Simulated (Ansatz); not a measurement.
# AlHO2+ (doublet): from Hartree-Fock to the top rungs, cc-pVDZ

The task here is to estimate one member of a computed series from the others.

Program: Ansatz 0.2.0, Gaussian basis. Level of theory: cc-pVDZ, core rule «outside noble gas», up to 7 orbitals frozen. These are calculated values, not measurements.

The runs, in order: UHF; CCSD(T) on ROHF; CCSD(T) on UHF; BCCD(T) on ROHF; CISD; CCSDT(Q) on ROHF; CCSDT(Q) on UHF.

4 further runs of the same task are left out: 1 for a known fault of the program, 3 set aside as unsound or not needed.

### The geometry

The geometry is a PBE0/def2-TZVP stationary point (not a proven minimum) of the parent state, kept for this charge and spin.

4 atoms, charge 1, spin multiplicity 2.

Atoms are counted from 1 here; the program's logs count them from 0.

Bond lengths: O1–Al2 1.596 Å, Al2–O3 1.631 Å, O3–H4 0.946 Å. Angles: O1–Al2–O3 180.0°, Al2–O3–H4 180.0°.

As a file:

```xyz
4

O     0.0000    0.0000   -2.2486
Al    0.0000    0.0000   -0.6530
O     0.0000    0.0000    0.9779
H     0.0000    0.0000    1.9238
```

Set-up of the first run:

Input file in.yaml:

```yaml
crystal:
  periodic: [false, false, false]
  atoms:
    - {symbol: O, position_ang: [0.000000, 0.000000, -2.248625]}
    - {symbol: Al, position_ang: [0.000000, 0.000000, -0.653025]}
    - {symbol: O, position_ang: [0.000000, 0.000000, 0.977875]}
    - {symbol: H, position_ang: [0.000000, 0.000000, 1.923775]}
basis:
  gaussian: {orbitals: cc-pVDZ}
total_charge: 1
magnetization: {spin_polarized: true, initial_magnetization: 1}
hamiltonian: {xc: hf}
output: {orbitals: {seedname: orbitals}}
```

Run with:

```
> ansatz run in.yaml --threads 1 --pin off --events-out ev --progress --plain --max-ram 4096MiB --backend cpu
```

Steps of the session up to this table: UHF; CCSD(T) on ROHF; CCSD(T) on UHF; BCCD(T) on ROHF; CISD; CCSDT(Q) on ROHF; CCSDT(Q) on UHF.

One table of the session follows, with a row left open; its other results are not shown here.

It belongs to the step «Misses and costs». 

| method | from UCCSDT(Q) (meV) |
| --- | --- |
| ROHF | +10807.2 |
| UHF | +10714.3 |
| RMP2 | +693.4 |
| UMP2 | +693.9 |
| CISD | +1128.4 |
| RCCSD | +263.4 |
| UCCSD | +261.9 |
| RCCSD(T) | +50.6 |
| UCCSD(T) | ? |
| BCCD(T) | +48.2 |
| RCCSDT | +30.7 |
| UCCSDT | +30.1 |
| RCCSDT(Q) | +4.5 |
| UCCSDT(Q) | 0 |

**Question.** Estimate the row for UCCSD(T).

**Answer.** from UCCSDT(Q) (meV): +50.1. In the column «from UCCSDT(Q) (meV)» it lies between BCCD(T) (+48.2) and RCCSD(T) (+50.6).

To keep in mind: Restricted and unrestricted rows rest on different reference determinants; where their highest levels disagree by more than a few hundredths of an eV, they describe different states and don't form one ladder.
